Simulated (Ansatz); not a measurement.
**Iron, bcc: convergence with Fermi-Dirac smearing**

Computed with Ansatz, LDA, scalar-relativistic PAW, on the relaxed cell (a = 2.749 Å; ferromagnetic, net 1.99 μB per atom). Errors count from a run at 420 eV on a Γ-centred 26×26×26 mesh with Fermi-Dirac smearing of 0.05 eV, extrapolated to zero width. Fixed here: cutoff 420 eV, mesh 16×16×16.

```csv
width (eV),E(σ→0) error (meV/atom),F error (meV/atom),P (GPa),sphere moment (μB),SCF iterations
0.01,1.3,1.0,-0.22,1.96,12
0.03,1.1,-0.6,0.01,1.97,12
0.1,0.5,-16.3,0.24,1.97,12
0.3,32.3,-177.5,-1.09,1.68,12
0.6,65.5,-935.5,0.77,0.00,22
1.0,-281.0,-2501.8,19.36,0.00,17
```

Problem. What does the run at 0.2 give (width)?

Solution. E(σ→0) error (meV/atom): 7.3; F error (meV/atom): -70.3; P (GPa): -0.09; sphere moment (μB): 1.89; SCF iterations: 12.
